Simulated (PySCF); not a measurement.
dichloromethane (CH2Cl2), SMILES ClCCl.

Geometry: PBE0-D3(BJ)/def2-TZVP.

Two levels are set side by side: PBE/def2-TZVPD (PySCF) and HF/def2-TZVPD (PySCF). Same geometry, gas phase. Differences are taken from unrounded values.

| quantity | HF | PBE | PBE minus HF |
|---|---|---|---|
| orbital gap (eV) | 13.87 | 5.92 | -7.95 |
| highest occupied level (eV) | -12.12 | -7.33 | 4.79 |
| lowest empty level (eV) | 1.75 | -1.41 | -3.16 |
| dipole moment (D) | 1.79 | 1.57 | -0.22 |
| mean polarisability (bohr³) | 41.1 | 44.9 | 3.8 |

Without exact exchange PBE keeps part of each electron's self-repulsion, which lifts occupied levels and narrows the gap. Loosely held outer electrons make PBE densities more polarisable. Differences between two approximate levels are no errors against the true value.

Rough cost on one machine, each run with all the roots and properties that it gave: HF against PBE about 1/3.
